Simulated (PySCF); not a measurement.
# From PBE0 to CCSD(T): MLi along the second period

PBE0 and CCSD(T) in PySCF with x2c-TZVPPall on every atom, spin-free X2C, for the lowest determinant that a PBE0 search found; no spin–orbit coupling.

| molecule | state (unpaired electrons) | PBE0 Re (Å) | PBE0 ωe (cm⁻¹) | PBE0 De (eV) | CCSD(T) Re (Å) | CCSD(T) ωe (cm⁻¹) | CCSD(T) De (eV) |
| --- | --- | --- | --- | --- | --- | --- | --- |
| Li2 | singlet (closed shell) | 2.736 | 338 | 0.83 | 2.712 | 340 | 0.97 |
| LiC | quartet (σ ↑, π ↑↑) | 1.877 | 702 | 2.65 | 1.888 | 698 | 2.52 |
| LiN | triplet (π ↑↑) | 1.855 | 684 | 1.62 | ? | ? | ? |
| LiO | doublet (π ↑) | 1.684 | 829 | 3.43 | 1.694 | 822 | 3.34 |
| LiF | singlet (closed shell) | 1.565 | 922 | 5.61 | 1.572 | 912 | 5.64 |

Estimate the CCSD(T) values of LiN by adding the mean shift from PBE0 to CCSD(T) of the other rows, and compare with the calculation.

The mean shifts are +0.1 pm, -5 cm⁻¹ and -0.01 eV, which give 1.856 Å, 679 cm⁻¹ and 1.61 eV. CCSD(T)/x2c-TZVPPall gives Re = 1.870 Å, ωe = 666 cm⁻¹, De = 1.36 eV.

What are the mean differences of PBE0 from CCSD(T) over the whole series?

Re -0.4 pm, ωe +7 cm⁻¹, De +0.06 eV.

In a basis of this size CCSD(T) is itself not converged; it tends to give bonds that are too long and too weak.

Correlated steps freeze the inner cores (0 to 1 orbitals); shallow outer-core shells are correlated. Closed-shell solutions of metal pairs were not tested for spin polarisation, which can lower them a little. Where the molecule has an RHF reference, its open-shell atoms are computed with UHF. States were picked by a PBE0 search and need not be the measured ground states.
